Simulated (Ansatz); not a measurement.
Input for Ansatz (development build ahead of 0.2.0):

```yaml
crystal:
  periodic: [false, false, false]
  atoms:
    - { symbol: Si, position_ang: [0.0, 0.0, 0.0] }
    - { symbol: "N", position_ang: [0.0, 0.0, 2.826] }
basis:
  gaussian: { orbitals: def2-SVP }
magnetization:
  spin_polarized: true
  initial_magnetization: 1
hamiltonian:
  xc: hf
scf:
  omitted_lower_state_checks: [starts, atomic_configurations, cluster_reference, orbital_swaps, given_window_search, neighbouring_geometries, increment]
output:
  forces: true
```

The input is written out in the form of the current development build from the run's settings.

Results

```json
{
 "Converged": "yes",
 "Total energy": "-343.08899 hartree",
 "Spin squared of the determinant": "2.757",
 "Stability test": "minimum"
}
```

Forces (eV/Å):
```tsv
atom	Fx	Fy	Fz
Si1	0.000	0.000	-0.065
N2	0.000	0.000	0.065
```

Caution: the unrestricted determinant is a mixture of spin states.
